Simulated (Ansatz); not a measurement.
# HPB, quartet along the scale of all distances

Starting geometry (PBE0/def2-TZVP stationary point for this spin, not checked as a minimum):

```yaml
atoms:
  - { symbol: B, position_ang: [0.0000, 0.0866, 1.3928] }
  - { symbol: P, position_ang: [0.0000, -0.0729, -0.4582] }
  - { symbol: H, position_ang: [0.0000, 1.3116, -0.8601] }
```

From there all distances are scaled together; atoms are numbered as listed. Energies are in eV, counted from the starting geometry at the same level.

Basis 6-31G; Ansatz 0.2.0. Only valence electrons are correlated (noble-gas cores frozen). Prefix R: restricted or restricted open-shell reference; prefix U: unrestricted.

Unrestricted rows (U) aren't spin-pure: their determinants' ⟨S²⟩ exceeds S(S+1) by up to 0.99, so they mix in states of higher spin. The reference follows the lowest state, whose symmetry changes along the scan.

Full CI is exact within this basis and frozen core; it isn't the basis-set limit. The frozen core follows each run's orbitals, which can shift R against U totals by a few meV.

```
scale of all distances    UHF
                 0.883  1.418
                 1.000  0.000
                 1.130  0.339
                 1.297  1.428
                 1.472  1.919
                 1.782  2.094
                 1.986  2.118
                 2.396  2.137
```

Task: Estimate the full CI curve in 6-31G from this one, knowing how UHF errs.

Result: The computed full CI values, in eV from the starting point, and the error of UHF against them:
| scale of all distances | full CI | UHF less full CI |
| --- | --- | --- |
| 0.883 | 1.595 | -0.177 |
| 1.000 | 0.000 | 0.000 |
| 1.130 | 0.094 | 0.245 |
| 1.297 | 0.982 | 0.446 |
| 1.472 | 1.812 | 0.107 |
| 1.782 | 2.592 | -0.498 |
| 1.986 | 2.800 | -0.682 |
| 2.396 | 2.936 | -0.799 |

Full CI's occupations show more than one leading determinant at 1.782, 1.986, 2.396.

The error spans 1.245 eV and is largest, -0.799 eV, at 2.396.

These errors take the starting point as zero, where UHF itself lies 2.412 eV above full CI in total energy. In total energy its miss is smallest, 1.613 eV, at 2.396 and largest, 2.858 eV, at 1.297.
